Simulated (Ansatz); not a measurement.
A calculation with Ansatz (development build ahead of 0.2.0).

```yaml
crystal:
  periodic: [false, false, false]
  atoms:
    - { symbol: "N", position_ang: [-0.0016, 0.02468, 0.02082] }
    - { symbol: H, position_ang: [-0.09413, -0.45469, 0.89693] }
    - { symbol: H, position_ang: [0.82883, 0.60271, -0.07415] }
    - { symbol: H, position_ang: [-0.82139, 0.15349, -0.57032] }
basis:
  gaussian: { orbitals: def2-SVP }
total_charge: 1
magnetization:
  spin_polarized: true
  initial_magnetization: 1
hamiltonian:
  xc: hf
output:
  forces: true
```

The input is written out in the form of the current development build from the run's settings.

Output:

| Quantity | Value |
| --- | --- |
| Converged | yes |
| Total energy | -55.83573 hartree |
| Spin squared of the determinant | 0.760 |
| Stability test | minimum |

Forces (eV/Å):
```csv
atom,Fx,Fy,Fz
N1,-0.039,0.727,0.118
H2,-0.192,-0.674,0.533
H3,0.099,0.037,-0.448
H4,0.132,-0.089,-0.203
```
